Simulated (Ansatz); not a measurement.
Basis-set extrapolation for `C[Si]Cl` (PBE0-D4/def2-TZVP geometry, frozen core, the Gaussian-basis code of Ansatz). Multiplicity 1, RHF reference.

|  | def2-TZVPP | def2-QZVPP |
| --- | --- | --- |
| HF | -788.095564 | -788.118925 |
| MP2 correlation | -0.466917 | -0.505955 |
| CCSD(T) correlation | -0.530828 | not run |

Energies in hartree. Use E(X) = E(∞) + A·exp(−7.88·√X) for Hartree–Fock and E(X) = E(∞) + B·X^(−2.97) for correlation, with X = 3 and 4, and add CCSD(T) minus MP2 of the smaller set to the MP2 limit.

Problem. What is the CCSD(T) energy at the basis-set limit?

Solution. HF limit: -788.118925 + (-0.023361) × 0.13774 = -788.12214. MP2 limit: -0.505955 + (-0.039038) × 0.74074 = -0.53487. Higher-order term: -0.530828 − (-0.466917) = -0.06391. Total: -788.72092 hartree, 248.2 kJ/mol below CCSD(T)/def2-TZVPP.
